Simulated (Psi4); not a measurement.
**One shape, several levels: PH (SMILES [PH])**

Aim: a comparison of 4 runs (UHF/3-21G, UB3LYP/6-31G*, UHSE06/cc-pVTZ, UTPSSh/cc-pVTZ) of PH. 

The calculation is run with Psi4 1.11.

**1. The molecule**

PH: 2 atoms, total charge 0, spin state triplet. SMILES: `[PH]`. The P1–H2 distance was set to 1.643 Å, away from the relaxed value.

Bond lengths: P1–H2 1.643 Å.

**2. Energy and gradient at UHF/3-21G (run 1)**

Input file input.json:

```json
{
 "schema_name": "qcschema_input",
 "schema_version": 1,
 "molecule": {
  "schema_name": "qcschema_molecule",
  "schema_version": 2,
  "symbols": ["P", "H"],
  "geometry": [0.0, 0.0, -0.43240713, 0.0, 0.0, 2.67146803],
  "molecular_charge": 0,
  "molecular_multiplicity": 3,
  "fix_symmetry": "c1"
 },
 "driver": "gradient",
 "model": {
  "method": "hf",
  "basis": "3-21G"
 },
 "keywords": {
  "reference": "uhf",
  "puream": true,
  "e_convergence": 1e-09,
  "d_convergence": 1e-08,
  "scf_type": "pk",
  "maxiter": 100,
  "scf_properties": ["MULLIKEN_CHARGES", "MAYER_INDICES", "QUADRUPOLE"]
 }
}
```

On the command line:

```sh
$ psi4 --qcschema input.json -n 1 --memory 2200MB
```

stdout:

```text
[...]
  Running in c1 symmetry.
[...]
  Nuclear repulsion =    4.832668592250984
[...]
  Multiplicity = 3
[...]
  Nalpha       = 9
  Nbeta        = 7
[...]
    Number of basis functions: 15
[...]
   @UHF iter   1:  -339.53181948020421   -6.75850e-01   5.62915e-03 ADIIS/DIIS
[...]
   @UHF iter  12:  -339.54307956660892    2.84217e-13   1.42942e-09 DIIS
[...]
   @S^2 Observed:                2.033885657E+00
[...]
    Orbital Energies [Eh]
    ---------------------
    Alpha Occupied:
       1A    -79.416781     2A     -7.484104     3A     -5.375653
       4A     -5.375653     5A     -5.364004     6A     -0.838780
       7A     -0.443247     8A     -0.390779     9A     -0.390779
    Alpha Virtual:
      10A      0.146334    11A      0.541367    12A      0.595453
      13A      0.595453    14A      0.630506    15A      1.221462
    Beta Occupied:
       1A    -79.402238     2A     -7.467210     3A     -5.350697
[...]
  @UHF Final Energy:  -339.54307956660892
   => Energetics <=
    Nuclear Repulsion Energy =              4.8326685922509842
    One-Electron Energy =                -479.6893759124127428
    Two-Electron Energy =                 135.3136277535527938
    Total Energy =                       -339.5430795666089807
  UHF NO Occupations:
  HONO-2 :    7  A 1.9830510
  HONO-1 :    8  A 1.0000000
[...]
 Multipole Moments:
 ------------------------------------------------------------------------------------
     Multipole            Electronic (a.u.)      Nuclear  (a.u.)        Total (a.u.)
 ------------------------------------------------------------------------------------
 L = 1.  Multiply by 2.5417464519 to convert [e a0] to [Debye]
 Dipole X            :         -0.0000000            0.0000000           -0.0000000
 Dipole Y            :          0.0000000            0.0000000            0.0000000
 Dipole Z            :         -1.3595542            1.5388931            0.1793390
 Magnitude           :                                                    0.1793390
 L = 2.  Multiply by 1.3450342976 to convert [e a0^2] to [Debye ang]
 Quadrupole XX       :        -10.8017491            0.0000000          -10.8017491
 Quadrupole XY       :         -0.0000000            0.0000000           -0.0000000
[...]
  Mulliken Charges: (a.u.)
   Center  Symbol    Alpha    Beta     Spin     Total
       1     P     8.58560  6.34009  2.24551  0.07430
       2     H     0.41440  0.65991 -0.24551 -0.07430
   Total alpha =  9.00000, Total beta =  7.00000, Total charge =  0.00000
  Mayer Bond Indices:
  Total Bond Index:
  Irrep: 1 Size: 2 x 2
                 1                   2
[...]
  -Total Gradient:
     Atom            X                  Y                   Z
    ------   -----------------  -----------------  -----------------
       1       -0.000000000000     0.000000000000    -0.042788559705
       2        0.000000000000    -0.000000000000     0.042788559705
[...]
```

The result, in JSON:

```text
{
 "driver": "gradient",
 "model": {
  "method": "hf",
  "basis": "3-21G"
 },
 "success": true,
 "return_result": [-1.3157114251176073e-17, 6.854058444730292e-17, -0.042788559704783624, 1.3157114251186211e-17, -6.85405844472941e-17, 0.042788559704717816],
 "properties": {
  "calcinfo_nbasis": 15,
  "calcinfo_nmo": 15,
  "calcinfo_nalpha": 9,
  "calcinfo_nbeta": 7,
  "calcinfo_natom": 2,
  "nuclear_repulsion_energy": 4.832668592250984,
  "return_energy": -339.5430795666089,
  "return_gradient": [-1.3157114251176073e-17, 6.854058444730292e-17, -0.042788559704783624, 1.3157114251186211e-17, -6.85405844472941e-17, 0.042788559704717816],
  "scf_one_electron_energy": -479.68937591241274,
  "scf_two_electron_energy": 135.3136277535528,
  "scf_dipole_moment": [-2.0989705832014265e-15, 1.02259048134241e-15, 0.17933896816163397],
  "scf_total_energy": -339.5430795666089,
  "scf_total_gradient": [-1.3157114251176073e-17, 6.854058444730292e-17, -0.042788559704783624, 1.3157114251186211e-17, -6.85405844472941e-17, 0.042788559704717816],
  "scf_iterations": 12
 }
}
```

It took 5.7 s on 1 thread of Intel Xeon at 2.50GHz (Skylake/Cascade Lake), shared host; peak memory 0.18 GiB.

**3. Energy and gradient at UB3LYP/6-31G(d) (spherical functions) (run 2)**

Input file job.in:

```
memory 2200 mb

molecule system {
  0 3
  P      0.000000     0.000000    -0.228820
  H      0.000000     0.000000     1.413680
  symmetry c1
  no_reorient
  no_com
}

set {
  basis                6-31G*
  reference            uks
  puream               true
  e_convergence        1e-09
  d_convergence        1e-08
  scf_type             pk
  dft_radial_points    99
  dft_spherical_points 590
  maxiter              100
}

E, wfn = gradient('b3lyp', return_wfn=True)
oeprop(wfn, 'MULLIKEN_CHARGES', 'QUADRUPOLE', 'DIPOLE', title='B3LYP')
print_variables()
```

On the command line:

```sh
$ psi4 job.in job.out -n 1
```

job.out, shortened:

```text
[...]
  Running in c1 symmetry.
[...]
  Nuclear repulsion =    4.832668590593608
[...]
  Multiplicity = 3
[...]
  Nalpha       = 9
  Nbeta        = 7
[...]
    Number of basis functions: 20
[...]
   @UKS iter   1:  -341.85046335370902   -3.90517e-01   6.03796e-03 ADIIS/DIIS
[...]
   @UKS iter  10:  -341.86339829259026   -2.27374e-13   9.82502e-10 DIIS
[...]
   @S^2 Observed:                2.005711949E+00
[...]
  @UKS Final Energy:  -341.86339829259026
   => Energetics <=
    Nuclear Repulsion Energy =              4.8326685905936078
    One-Electron Energy =                -481.7671497008374786
    Two-Electron Energy =                 154.0202183414924377
    DFT Exchange-Correlation Energy =     -18.9491355238387733
    Empirical Dispersion Energy =           0.0000000000000000
    VV10 Nonlocal Energy =                  0.0000000000000000
    Total Energy =                       -341.8633982925902046
[...]
  -Total Gradient:
     Atom            X                  Y                   Z
    ------   -----------------  -----------------  -----------------
       1        0.000000000000    -0.000000000000    -0.048506481526
       2        0.000000000000     0.000000000000     0.048506455596
[...]
 Multipole Moments:
 ------------------------------------------------------------------------------------
     Multipole            Electronic (a.u.)      Nuclear  (a.u.)        Total (a.u.)
 ------------------------------------------------------------------------------------
 L = 1.  Multiply by 2.5417464519 to convert [e a0] to [Debye]
 Dipole X            :          0.0000000            0.0000000            0.0000000
 Dipole Y            :          0.0000000            0.0000000            0.0000000
 Dipole Z            :          3.9202165           -3.8146390            0.1055775
 Magnitude           :                                                    0.1055775
 L = 2.  Multiply by 1.3450342976 to convert [e a0^2] to [Debye ang]
 Quadrupole XX       :        -10.6202723            0.0000000          -10.6202723
 Quadrupole XY       :         -0.0000000            0.0000000           -0.0000000
[...]
  Mulliken Charges: (a.u.)
   Center  Symbol    Alpha    Beta     Spin     Total
[...]
```

Run time: 12 s. Hardware: 1 thread of Intel Xeon at 2.50GHz (Skylake/Cascade Lake), shared host; peak memory 0.27 GiB.

Run 3 isn't shown in full; the table further down has it.

**4. Energy and gradient at UTPSSh/cc-pVTZ (run 4)**

Input file hp.json:

```json
{
  "schema_name": "qcschema_input",
  "schema_version": 1,
  "molecule": {
    "schema_name": "qcschema_molecule",
    "schema_version": 2,
    "symbols": ["P", "H"],
    "geometry": [0.0, 0.0, -0.43240713, 0.0, 0.0, 2.67146803],
    "molecular_charge": 0,
    "molecular_multiplicity": 3,
    "fix_symmetry": "c1",
    "fix_com": true,
    "fix_orientation": true
  },
  "driver": "gradient",
  "model": {
    "method": "tpssh",
    "basis": "cc-pVTZ"
  },
  "keywords": {
    "reference": "uks",
    "puream": true,
    "e_convergence": 1e-09,
    "d_convergence": 1e-08,
    "scf_type": "pk",
    "dft_radial_points": 99,
    "dft_spherical_points": 590,
    "maxiter": 100,
    "scf_properties": ["WIBERG_LOWDIN_INDICES", "DIPOLE", "MULLIKEN_CHARGES"]
  }
}
```

On the command line:

```sh
$ psi4 --qcschema hp.json -n 1 --memory 2200MB
```

stdout, shortened:

```text
[...]
  Running in c1 symmetry.
[...]
  Nuclear repulsion =    4.832668592250984
[...]
  Multiplicity = 3
[...]
  Nalpha       = 9
  Nbeta        = 7
[...]
    Number of basis functions: 48
[...]
   @UKS iter   1:  -341.87840196054020   -3.74557e-01   4.58531e-03 ADIIS/DIIS
[...]
   @UKS iter  11:  -341.89681192333541   -1.36424e-12   9.34148e-10 DIIS
[...]
   @S^2 Observed:                2.009991492E+00
[...]
  @UKS Final Energy:  -341.89681192333541
   => Energetics <=
    Nuclear Repulsion Energy =              4.8326685922509842
    One-Electron Energy =                -481.7516204115386245
    Two-Electron Energy =                 156.2512278087885420
    DFT Exchange-Correlation Energy =     -21.2290879128362810
    Empirical Dispersion Energy =           0.0000000000000000
    VV10 Nonlocal Energy =                  0.0000000000000000
    Total Energy =                       -341.8968119233354059
[...]
 Multipole Moments:
 ------------------------------------------------------------------------------------
     Multipole            Electronic (a.u.)      Nuclear  (a.u.)        Total (a.u.)
 ------------------------------------------------------------------------------------
 L = 1.  Multiply by 2.5417464519 to convert [e a0] to [Debye]
 Dipole X            :          0.0000000            0.0000000            0.0000000
 Dipole Y            :          0.0000000            0.0000000            0.0000000
 Dipole Z            :          3.8954317           -3.8146389            0.0807928
 Magnitude           :                                                    0.0807928
[...]
  Mulliken Charges: (a.u.)
   Center  Symbol    Alpha    Beta     Spin     Total
       1     P     8.52087  6.46295  2.05792  0.01617
       2     H     0.47913  0.53705 -0.05792 -0.01617
   Total alpha =  9.00000, Total beta =  7.00000, Total charge = -0.00000
  Wiberg Bond Indices using Orthogonal Lowdin Orbitals:
  Total Bond Index:
  Irrep: 1 Size: 2 x 2
                 1                   2
[...]
  -Total Gradient:
     Atom            X                  Y                   Z
    ------   -----------------  -----------------  -----------------
       1       -0.000000000000    -0.000000000001    -0.050830228729
       2        0.000000000000     0.000000000000     0.050830533269
[...]
```

The result, in JSON:

```text
{
 "driver": "gradient",
 "model": {
  "method": "tpssh",
  "basis": "cc-pVTZ"
 },
 "success": true,
 "return_result": [-3.4686102803384876e-13, -5.158665796493175e-13, -0.050830228729148164, 1.9279971077519605e-15, 2.6609520598815663e-15, 0.05083053326873094],
 "properties": {
  "calcinfo_nbasis": 48,
  "calcinfo_nmo": 48,
  "calcinfo_nalpha": 9,
  "calcinfo_nbeta": 7,
  "calcinfo_natom": 2,
  "nuclear_repulsion_energy": 4.832668592250984,
  "return_energy": -341.8968119233354,
  "return_gradient": [-3.4686102803384876e-13, -5.158665796493175e-13, -0.050830228729148164, 1.9279971077519605e-15, 2.6609520598815663e-15, 0.05083053326873094],
  "scf_one_electron_energy": -481.7516204115386,
  "scf_two_electron_energy": 156.25122780878854,
  "scf_xc_energy": -21.22908791283628,
  "scf_dipole_moment": [7.49685416866998e-15, 1.3517124028209313e-15, 0.08079275135875008],
  "scf_total_energy": -341.8968119233354,
  "scf_total_gradient": [-3.4686102803384876e-13, -5.158665796493175e-13, -0.050830228729148164, 1.9279971077519605e-15, 2.6609520598815663e-15, 0.05083053326873094],
  "scf_iterations": 11
 }
}
```

Run time: 35 s. Hardware: 1 thread of Intel Xeon at 2.50GHz (Skylake/Cascade Lake), shared host; peak memory 0.79 GiB.

**5. Overview of the runs**

```csv
run,level,task,energy (Eh),dipole moment (D),HOMO energy (eV),LUMO energy (eV),wall time
1,UHF/3-21G,gradient,-339.543080,0.46,-10.63,1.30,5.7 s
2,UB3LYP/6-31G* (spherical functions),gradient,-341.863398,0.27,-7.00,-3.27,12 s
3,UHSE06/cc-pVTZ,energy,-341.763314,0.20,-7.01,-3.24,27 s
4,UTPSSh/cc-pVTZ,gradient,-341.896812,0.21,-6.81,-3.39,35 s
```

**6. Summary of results**

| quantity | value |
| --- | --- |
| run 4: total energy | -341.89681 Eh |
| run 4: dipole moment | 0.21 D |
| run 4: HOMO energy (highest over α and β) | -6.81 eV |
| run 4: LUMO energy (lowest over α and β) | -3.39 eV |
| run 4: ⟨S²⟩ | 2.010 |
| run 4: largest force on an atom | 2.614 eV/Å |

What this shows: The dipole moment (its size) runs from 0.20 D (UHSE06/cc-pVTZ) to 0.46 D (UHF/3-21G). The two ends differ in method and basis. Totals of different functionals can't be ranked against each other. All runs together took 80 s, the longest 35 s.
